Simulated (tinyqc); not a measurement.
RKS/BP86 in the sto-3g basis, for BH2+, spin multiplicity 1, step by step (part 1 of 2). Computed by tinyqc, a small Python program that keeps every step (integrals from PySCF). Settings: charge = 1, multiplicity = 1, basis = sto-3g, energy threshold = 1e-10, iteration cap = 73, orthogonalisation = symmetric, start = core, DIIS depth = 3, method = RKS, functional = b88,p86, grid = [30, 26]. Command: `OMP_NUM_THREADS=1 python tinyqc.py 26101 26102 out.jsonl` (the two numbers bound the seeds that draw the settings). One thread of a shared host (Intel(R) Xeon(R) Processor @ 2.60GHz), about 0.6 s of CPU time with the checks. Later iterations appear only in the table of the cycle.

## One-electron integrals

Geometry (angstrom):
```
atom        x         y        z
B     0.00000   0.00000  0.00000
H     0.00000   1.44900  0.76000
H     0.00000  -1.44900  0.76000
```

Basis sto-3g: exponents (1/bohr^2) and contraction coefficients of normalised primitives:
```
element  l (shell)  exponent  coefficient
B            s (1)  48.79111      0.15433
B            s (1)   8.88736      0.53533
B            s (1)   2.40527      0.44463
B            s (2)   2.23696     -0.09997
B            s (2)   0.51982      0.39951
B            s (2)   0.16906      0.70012
B            p (3)   2.23696      0.15592
B            p (3)   0.51982      0.60768
B            p (3)   0.16906      0.39196
H            s (1)   3.42525      0.15433
H            s (1)   0.62391      0.53533
H            s (1)   0.16886      0.44463
```

Overlap, kinetic and nuclear-attraction integrals over the contracted functions; the nuclear repulsion is the sum of Za Zb / Rab.

nuclear repulsion = 3.4167544 hartree

overlap S:
```
          1B 1s    1B 2s   1B 2px    1B 2py   1B 2pz    2H 1s     3H 1s
1B 1s   1.00000  0.26933  0.00000   0.00000  0.00000  0.02458   0.02458
1B 2s   0.26933  1.00000  0.00000   0.00000  0.00000  0.27559   0.27559
1B 2px  0.00000  0.00000  1.00000   0.00000  0.00000  0.00000   0.00000
1B 2py  0.00000  0.00000  0.00000   1.00000  0.00000  0.28707  -0.28707
1B 2pz  0.00000  0.00000  0.00000   0.00000  1.00000  0.15057   0.15057
2H 1s   0.02458  0.27559  0.00000   0.28707  0.15057  1.00000   0.02260
3H 1s   0.02458  0.27559  0.00000  -0.28707  0.15057  0.02260   1.00000
```

kinetic energy T (hartree):
```
           1B 1s     1B 2s   1B 2px    1B 2py   1B 2pz     2H 1s     3H 1s
1B 1s   10.82630  -0.04797  0.00000   0.00000  0.00000  -0.00706  -0.00706
1B 2s   -0.04797   0.35917  0.00000   0.00000  0.00000   0.01420   0.01420
1B 2px   0.00000   0.00000  1.12388   0.00000  0.00000   0.00000   0.00000
1B 2py   0.00000   0.00000  0.00000   1.12388  0.00000   0.06211  -0.06211
1B 2pz   0.00000   0.00000  0.00000   0.00000  1.12388   0.03258   0.03258
2H 1s   -0.00706   0.01420  0.00000   0.06211  0.03258   0.76003  -0.00751
3H 1s   -0.00706   0.01420  0.00000  -0.06211  0.03258  -0.00751   0.76003
```

nuclear attraction V (hartree):
```
            1B 1s     1B 2s    1B 2px    1B 2py    1B 2pz     2H 1s     3H 1s
1B 1s   -23.79422  -3.31357   0.00000   0.00000  -0.00913  -0.30389  -0.30389
1B 2s    -3.31357  -4.41489   0.00000   0.00000  -0.09032  -0.95671  -0.95671
1B 2px    0.00000   0.00000  -4.34336   0.00000   0.00000   0.00000   0.00000
1B 2py    0.00000   0.00000   0.00000  -4.43937   0.00000  -0.92711   0.92711
1B 2pz   -0.00913  -0.09032   0.00000   0.00000  -4.36977  -0.49555  -0.49555
2H 1s    -0.30389  -0.95671   0.00000  -0.92711  -0.49555  -3.02270  -0.07581
3H 1s    -0.30389  -0.95671   0.00000   0.92711  -0.49555  -0.07581  -3.02270
```

core Hamiltonian H = T + V (hartree):
```
            1B 1s     1B 2s    1B 2px    1B 2py    1B 2pz     2H 1s     3H 1s
1B 1s   -12.96792  -3.36154   0.00000   0.00000  -0.00913  -0.31095  -0.31095
1B 2s    -3.36154  -4.05572   0.00000   0.00000  -0.09032  -0.94251  -0.94251
1B 2px    0.00000   0.00000  -3.21948   0.00000   0.00000   0.00000   0.00000
1B 2py    0.00000   0.00000   0.00000  -3.31549   0.00000  -0.86500   0.86500
1B 2pz   -0.00913  -0.09032   0.00000   0.00000  -3.24589  -0.46297  -0.46297
2H 1s    -0.31095  -0.94251   0.00000  -0.86500  -0.46297  -2.26267  -0.08332
3H 1s    -0.31095  -0.94251   0.00000   0.86500  -0.46297  -0.08332  -2.26267
```

## Two-electron integrals

Functions are numbered as in S; the eight-fold symmetry (ij|kl) = (ji|kl) = (kl|ij) leaves the list below.

Two-electron integrals (ij|kl) in chemists' order, unique and non-zero (hartree):
```
(11|11) 2.92351    (21|11) 0.51838    (21|21) 0.10926    (22|11) 0.74423
(22|21) 0.19318    (22|22) 0.54480    (31|31) 0.02026    (32|31) 0.03000
(32|32) 0.12035    (33|11) 0.74249    (33|21) 0.19324    (33|22) 0.54468
(33|33) 0.58677    (41|41) 0.02026    (42|41) 0.03000    (42|42) 0.12035
(43|43) 0.03163    (44|11) 0.74249    (44|21) 0.19324    (44|22) 0.54468
(44|33) 0.52351    (44|44) 0.58677    (51|51) 0.02026    (52|51) 0.03000
(52|52) 0.12035    (53|53) 0.03163    (54|54) 0.03163    (55|11) 0.74249
(55|21) 0.19324    (55|22) 0.54468    (55|33) 0.52351    (55|44) 0.52351
(55|55) 0.58677    (61|11) 0.04709    (61|21) 0.00989    (61|22) 0.01757
(61|33) 0.01749    (61|41) 0.00061    (61|42) 0.00114    (61|44) 0.01767
(61|51) 0.00032    (61|52) 0.00060    (61|54) 0.00009    (61|55) 0.01754
(61|61) 0.00092    (62|11) 0.14117    (62|21) 0.03737    (62|22) 0.11986
(62|33) 0.11623    (62|41) 0.00358    (62|42) 0.02397    (62|44) 0.12467
(62|51) 0.00188    (62|52) 0.01257    (62|54) 0.00443    (62|55) 0.11855
(62|61) 0.00361    (62|62) 0.04082    (63|31) 0.00330    (63|32) 0.01643
(63|43) 0.00420    (63|53) 0.00220    (63|63) 0.00384    (64|11) 0.12849
(64|21) 0.03440    (64|22) 0.11621    (64|33) 0.11033    (64|41) 0.00601
(64|42) 0.03689    (64|44) 0.12587    (64|51) 0.00142    (64|52) 0.01073
(64|54) 0.00595    (64|55) 0.11230    (64|61) 0.00344    (64|62) 0.04589
(64|64) 0.05438    (65|11) 0.06739    (65|21) 0.01805    (65|22) 0.06095
(65|33) 0.05787    (65|41) 0.00142    (65|42) 0.01073    (65|44) 0.06162
(65|51) 0.00405    (65|52) 0.02206    (65|54) 0.00616    (65|55) 0.06330
(65|61) 0.00180    (65|62) 0.02407    (65|64) 0.02651    (65|65) 0.01774
(66|11) 0.32261    (66|21) 0.08682    (66|22) 0.31594    (66|33) 0.29948
(66|41) 0.00848    (66|42) 0.07842    (66|44) 0.33784    (66|51) 0.00445
(66|52) 0.04113    (66|54) 0.02012    (66|55) 0.31003    (66|61) 0.00843
(66|62) 0.14878    (66|64) 0.17997    (66|65) 0.09439    (66|66) 0.77461
(71|11) 0.04709    (71|21) 0.00989    (71|22) 0.01757    (71|33) 0.01749
(71|41) -0.00061   (71|42) -0.00114   (71|44) 0.01767    (71|51) 0.00032
(71|52) 0.00060    (71|54) -0.00009   (71|55) 0.01754    (71|61) 0.00088
(71|62) 0.00330    (71|64) 0.00293    (71|65) 0.00166    (71|66) 0.00766
(71|71) 0.00092    (72|11) 0.14117    (72|21) 0.03737    (72|22) 0.11986
(72|33) 0.11623    (72|41) -0.00358   (72|42) -0.02397   (72|44) 0.12467
(72|51) 0.00188    (72|52) 0.01257    (72|54) -0.00443   (72|55) 0.11855
(72|61) 0.00330    (72|62) 0.02389    (72|64) 0.02089    (72|65) 0.01386
(72|66) 0.06403    (72|71) 0.00361    (72|72) 0.04082    (73|31) 0.00330
(73|32) 0.01643    (73|43) -0.00420   (73|53) 0.00220    (73|63) 0.00193
(73|73) 0.00384    (74|11) -0.12849   (74|21) -0.03440   (74|22) -0.11621
(74|33) -0.11033   (74|41) 0.00601    (74|42) 0.03689    (74|44) -0.12587
(74|51) -0.00142   (74|52) -0.01073   (74|54) 0.00595    (74|55) -0.11230
(74|61) -0.00293   (74|62) -0.02089   (74|64) -0.01714   (74|65) -0.01196
(74|66) -0.05591   (74|71) -0.00344   (74|72) -0.04589   (74|74) 0.05438
(75|11) 0.06739    (75|21) 0.01805    (75|22) 0.06095    (75|33) 0.05787
(75|41) -0.00142   (75|42) -0.01073   (75|44) 0.06162    (75|51) 0.00405
(75|52) 0.02206    (75|54) -0.00616   (75|55) 0.06330    (75|61) 0.00166
(75|62) 0.01386    (75|64) 0.01196    (75|65) 0.00979    (75|66) 0.03830
(75|71) 0.00180    (75|72) 0.02407    (75|74) -0.02651   (75|75) 0.01774
(76|11) 0.01143    (76|21) 0.00303    (76|22) 0.00977    (76|33) 0.00950
(76|44) 0.00976    (76|51) 0.00027    (76|52) 0.00184    (76|55) 0.01004
(76|61) 0.00028    (76|62) 0.00265    (76|64) 0.00263    (76|65) 0.00172
(76|66) 0.00833    (76|71) 0.00028    (76|72) 0.00265    (76|74) -0.00263
(76|75) 0.00172    (76|76) 0.00024    (77|11) 0.32261    (77|21) 0.08682
(77|22) 0.31594    (77|33) 0.29948    (77|41) -0.00848   (77|42) -0.07842
(77|44) 0.33784    (77|51) 0.00445    (77|52) 0.04113    (77|54) -0.02012
(77|55) 0.31003    (77|61) 0.00766    (77|62) 0.06403    (77|64) 0.05591
(77|65) 0.03830    (77|66) 0.18258    (77|71) 0.00843    (77|72) 0.14878
(77|74) -0.17997   (77|75) 0.09439    (77|76) 0.00833    (77|77) 0.77461
```

## Orthogonalisation

S = U s U^T; symmetric (Loewdin) form X = U s^(-1/2) U^T, so that X^T S X = 1.

eigenvalues of S: 0.51593  0.58257  0.87405  1.00000  1.10159  1.39483  1.53102

X:
```
           1B 1s     1B 2s   1B 2px    1B 2py    1B 2pz     2H 1s     3H 1s
1B 1s    1.03033  -0.15116  0.00000   0.00000  -0.00526   0.01932   0.01932
1B 2s   -0.15116   1.09906  0.00000   0.00000   0.03708  -0.15996  -0.15996
1B 2px   0.00000   0.00000  1.00000   0.00000   0.00000   0.00000   0.00000
1B 2py   0.00000   0.00000  0.00000   1.07200   0.00000  -0.16379   0.16379
1B 2pz  -0.00526   0.03708  0.00000   0.00000   1.01956  -0.08483  -0.08483
2H 1s    0.01932  -0.15996  0.00000  -0.16379  -0.08483   1.07937  -0.00552
3H 1s    0.01932  -0.15996  0.00000   0.16379  -0.08483  -0.00552   1.07937
```

## Starting guess

The start is the orbitals of the core Hamiltonian; D = 2 C_occ C_occ^T.

D at the start:
```
           1B 1s     1B 2s   1B 2px    1B 2py    1B 2pz     2H 1s     3H 1s
1B 1s    2.14392  -0.53725  0.00000   0.00000  -0.20704   0.04812   0.04812
1B 2s   -0.53725   1.99849  0.00000   0.00000   0.81969  -0.16429  -0.16429
1B 2px   0.00000   0.00000  0.00000   0.00000   0.00000   0.00000   0.00000
1B 2py   0.00000   0.00000  0.00000   2.18166   0.00000  -0.18487   0.18487
1B 2pz  -0.20704   0.81969  0.00000   0.00000   0.33629  -0.06736  -0.06736
2H 1s    0.04812  -0.16429  0.00000  -0.18487  -0.06736   0.02918  -0.00215
3H 1s    0.04812  -0.16429  0.00000   0.18487  -0.06736  -0.00215   0.02918
```

## Iteration 1: exchange-correlation on the grid

Becke grid with 30 radial and 26 angular points per atom, points of zero weight dropped. rho = sum D_ij phi_i phi_j; V_xc,ij = sum w v_xc phi_i phi_j plus the gradient terms; v_xc is d(rho eps)/d rho at fixed gradient.

The 12 grid points with the largest w rho, of 2332 (bohr, atomic units):
```
x               y        z        w      rho  |grad rho|^2    eps_xc      v_xc
0.00000   1.43953  0.00000  0.34224  0.17943       0.08038  -0.48184  -0.60970
0.00000  -1.43953  0.00000  0.34224  0.17943       0.08038  -0.48184  -0.60970
0.00000   1.17026  0.00000  0.20295  0.26337       0.12044  -0.53839  -0.69198
0.00000  -1.17026  0.00000  0.20295  0.26337       0.12044  -0.53839  -0.69198
0.00000   1.74991  0.00000  0.50857  0.10374       0.04189  -0.41462  -0.50666
0.00000  -1.74991  0.00000  0.50857  0.10374       0.04189  -0.41462  -0.50666
0.00000   0.00000  1.43953  0.35776  0.12590       0.03830  -0.43342  -0.54497
0.00000   0.00000  1.74991  0.60391  0.07343       0.01945  -0.37449  -0.45439
0.00000  -1.01790  1.01790  0.26671  0.16073       0.07129  -0.46715  -0.58765
0.00000   1.01790  1.01790  0.26671  0.16073       0.07129  -0.46715  -0.58765
0.00000   0.93839  0.00000  0.11276  0.34768       0.16238  -0.58492  -0.75739
0.00000  -0.93839  0.00000  0.11276  0.34768       0.16238  -0.58492  -0.75739
```

electrons on the grid, sum of w rho = 5.99771

E_xc = sum of w rho eps_xc = -4.6481894 hartree

V_xc (hartree):
```
           1B 1s     1B 2s    1B 2px    1B 2py    1B 2pz     2H 1s     3H 1s
1B 1s   -1.91147  -0.29205   0.00000   0.00000  -0.01007  -0.02723  -0.02723
1B 2s   -0.29205  -0.45582   0.00000   0.00000  -0.06937  -0.09122  -0.09122
1B 2px   0.00000   0.00000  -0.42300   0.00000   0.00000   0.00000   0.00000
1B 2py   0.00000   0.00000   0.00000  -0.51632   0.00000  -0.08490   0.08490
1B 2pz  -0.01007  -0.06937   0.00000   0.00000  -0.41652  -0.04711  -0.04711
2H 1s   -0.02723  -0.09122   0.00000  -0.08490  -0.04711  -0.13998  -0.00758
3H 1s   -0.02723  -0.09122   0.00000   0.08490  -0.04711  -0.00758  -0.13998
```

## Iteration 1: building the Kohn-Sham matrix

J_ij = sum D_kl (ij|kl); F = H + J + V_xc; E = tr D H + tr D J / 2 + E_xc + E_nn.

Coulomb J (hartree):
```
          1B 1s    1B 2s   1B 2px    1B 2py   1B 2pz    2H 1s     3H 1s
1B 1s   8.88956  1.81868  0.00000   0.00000  0.03773  0.16627   0.16627
1B 2s   1.81868  3.68892  0.00000   0.00000  0.16524  0.78952   0.78952
1B 2px  0.00000  0.00000  3.63817   0.00000  0.00000  0.00000   0.00000
1B 2py  0.00000  0.00000  0.00000   3.76040  0.00000  0.75404  -0.75404
1B 2pz  0.03773  0.16524  0.00000   0.00000  3.65562  0.41092   0.41092
2H 1s   0.16627  0.78952  0.00000   0.75404  0.41092  1.99110   0.06474
3H 1s   0.16627  0.78952  0.00000  -0.75404  0.41092  0.06474   1.99110
```

Kohn-Sham matrix F (hartree):
```
           1B 1s     1B 2s    1B 2px    1B 2py    1B 2pz     2H 1s     3H 1s
1B 1s   -5.98982  -1.83491   0.00000   0.00000   0.01853  -0.17190  -0.17190
1B 2s   -1.83491  -0.82262   0.00000   0.00000   0.00555  -0.24421  -0.24421
1B 2px   0.00000   0.00000  -0.00431   0.00000   0.00000   0.00000   0.00000
1B 2py   0.00000   0.00000   0.00000  -0.07141   0.00000  -0.19586   0.19586
1B 2pz   0.01853   0.00555   0.00000   0.00000  -0.00679  -0.09916  -0.09916
2H 1s   -0.17190  -0.24421   0.00000  -0.19586  -0.09916  -0.41156  -0.02616
3H 1s   -0.17190  -0.24421   0.00000   0.19586  -0.09916  -0.02616  -0.41156
```

total energy of this density = -24.2408785 hartree

## Iteration 1: diagonalisation and new density

Diagonalise F' = X^T F X, C = X C', fill 3 alpha and 3 beta electrons from the bottom; D = 2 C_occ C_occ^T. Each column has its largest component positive (the first on a tie).

F' = X^T F X (hartree):
```
          1         2         3         4         5         6         7
1  -5.81721  -1.01168   0.00000   0.00000   0.00504   0.00976   0.00976
2  -1.01168  -0.38556   0.00000   0.00000   0.05053  -0.12469  -0.12469
3   0.00000   0.00000  -0.00431   0.00000   0.00000   0.00000   0.00000
4   0.00000   0.00000   0.00000   0.03482   0.00000  -0.15727   0.15727
5   0.00504   0.05053   0.00000   0.00000   0.02335  -0.08227  -0.08227
6   0.00976  -0.12469   0.00000  -0.15727  -0.08227  -0.32856  -0.01033
7   0.00976  -0.12469   0.00000   0.15727  -0.08227  -0.01033  -0.32856
```

orbital energies (hartree): MO1 -5.99960, MO2 -0.46970, MO3 -0.42565, MO4 -0.14420, MO5 -0.00431, MO6 0.09521, MO7 0.14224

coefficients C:
```
             MO1       MO2       MO3       MO4      MO5       MO6       MO7
1B 1s    0.98724  -0.15472   0.00000  -0.26335  0.00000  -0.13141   0.00000
1B 2s    0.04550   0.39946   0.00000   0.92441  0.00000   0.51687   0.00000
1B 2px   0.00000   0.00000   0.00000   0.00000  1.00000   0.00000   0.00000
1B 2py   0.00000   0.00000   0.25766   0.00000  0.00000   0.00000   1.06604
1B 2pz  -0.00126   0.06764   0.00000  -0.43336  0.00000   0.92893   0.00000
2H 1s   -0.00685   0.53897   0.61954  -0.38281  0.00000  -0.41550  -0.48113
3H 1s   -0.00685   0.53897  -0.61954  -0.38281  0.00000  -0.41550   0.48113
```

D after iteration 1:
```
           1B 1s     1B 2s   1B 2px    1B 2py    1B 2pz     2H 1s     3H 1s
1B 1s    1.99715  -0.03377  0.00000   0.00000  -0.02341  -0.18029  -0.18029
1B 2s   -0.03377   0.32328  0.00000   0.00000   0.05392   0.42998   0.42998
1B 2px   0.00000   0.00000  0.00000   0.00000   0.00000   0.00000   0.00000
1B 2py   0.00000   0.00000  0.00000   0.13278   0.00000   0.31926  -0.31926
1B 2pz  -0.02341   0.05392  0.00000   0.00000   0.00915   0.07293   0.07293
2H 1s   -0.18029   0.42998  0.00000   0.31926   0.07293   1.34874  -0.18658
3H 1s   -0.18029   0.42998  0.00000  -0.31926   0.07293  -0.18658   1.34874
```

## Iteration 2: exchange-correlation on the grid

As before.

The 12 grid points with the largest w rho, of 2332 (bohr, atomic units):
```
x                y         z        w      rho  |grad rho|^2    eps_xc      v_xc
0.00000   -2.10561   0.00000  0.58684  0.03959       0.00384  -0.30977  -0.37717
0.00000    2.10561   0.00000  0.58684  0.03959       0.00384  -0.30977  -0.37717
0.00000   -1.48889   1.48889  0.31713  0.06585       0.01006  -0.35805  -0.44391
0.00000    1.48889   1.48889  0.31713  0.06585       0.01006  -0.35805  -0.44391
0.00000   -1.74991   0.00000  0.50857  0.04072       0.00233  -0.30772  -0.38507
0.00000    1.74991   0.00000  0.50857  0.04072       0.00233  -0.30772  -0.38507
0.00000   -0.32062   0.00000  0.00629  3.26637     820.44022  -1.30241  -1.40415
0.00000    0.32062   0.00000  0.00629  3.26637     820.44022  -1.30241  -1.40415
0.00000    0.00000  -0.32062  0.00629  3.26587     827.48449  -1.30345  -1.40314
0.32062    0.00000   0.00000  0.00629  3.25354     824.04712  -1.30256  -1.40087
-0.32062   0.00000   0.00000  0.00629  3.25354     824.04712  -1.30256  -1.40087
0.00000    0.00000   0.32062  0.00629  3.24297     820.02226  -1.30163  -1.39905
```

electrons on the grid, sum of w rho = 6.00325

E_xc = sum of w rho eps_xc = -4.3455818 hartree

V_xc (hartree):
```
           1B 1s     1B 2s    1B 2px    1B 2py    1B 2pz     2H 1s     3H 1s
1B 1s   -1.87663  -0.26674   0.00000   0.00000  -0.00205  -0.02454  -0.02454
1B 2s   -0.26674  -0.32671   0.00000   0.00000  -0.04283  -0.10284  -0.10284
1B 2px   0.00000   0.00000  -0.29608   0.00000   0.00000   0.00000   0.00000
1B 2py   0.00000   0.00000   0.00000  -0.36967   0.00000  -0.11545   0.11545
1B 2pz  -0.00205  -0.04283   0.00000   0.00000  -0.30518  -0.06203  -0.06203
2H 1s   -0.02454  -0.10284   0.00000  -0.11545  -0.06203  -0.49060  -0.00734
3H 1s   -0.02454  -0.10284   0.00000   0.11545  -0.06203  -0.00734  -0.49060
```

## Iteration 2: building the Kohn-Sham matrix

As before.

Coulomb J (hartree):
```
          1B 1s    1B 2s   1B 2px    1B 2py   1B 2pz    2H 1s     3H 1s
1B 1s   7.40822  1.45718  0.00000   0.00000  0.02017  0.13307   0.13307
1B 2s   1.45718  2.93499  0.00000   0.00000  0.16317  0.72443   0.72443
1B 2px  0.00000  0.00000  2.86955   0.00000  0.00000  0.00000   0.00000
1B 2py  0.00000  0.00000  0.00000   3.01667  0.00000  0.73426  -0.73426
1B 2pz  0.02017  0.16317  0.00000   0.00000  2.90645  0.40230   0.40230
2H 1s   0.13307  0.72443  0.00000   0.73426  0.40230  2.42755   0.05797
3H 1s   0.13307  0.72443  0.00000  -0.73426  0.40230  0.05797   2.42755
```

Kohn-Sham matrix F (hartree):
```
           1B 1s     1B 2s    1B 2px    1B 2py    1B 2pz     2H 1s     3H 1s
1B 1s   -7.43633  -2.17110   0.00000   0.00000   0.00900  -0.20242  -0.20242
1B 2s   -2.17110  -1.44745   0.00000   0.00000   0.03002  -0.32092  -0.32092
1B 2px   0.00000   0.00000  -0.64602   0.00000   0.00000   0.00000   0.00000
1B 2py   0.00000   0.00000   0.00000  -0.66848   0.00000  -0.24620   0.24620
1B 2pz   0.00900   0.03002   0.00000   0.00000  -0.64462  -0.12270  -0.12270
2H 1s   -0.20242  -0.32092   0.00000  -0.24620  -0.12270  -0.32572  -0.03270
3H 1s   -0.20242  -0.32092   0.00000   0.24620  -0.12270  -0.03270  -0.32572
```

total energy of this density = -24.6893825 hartree
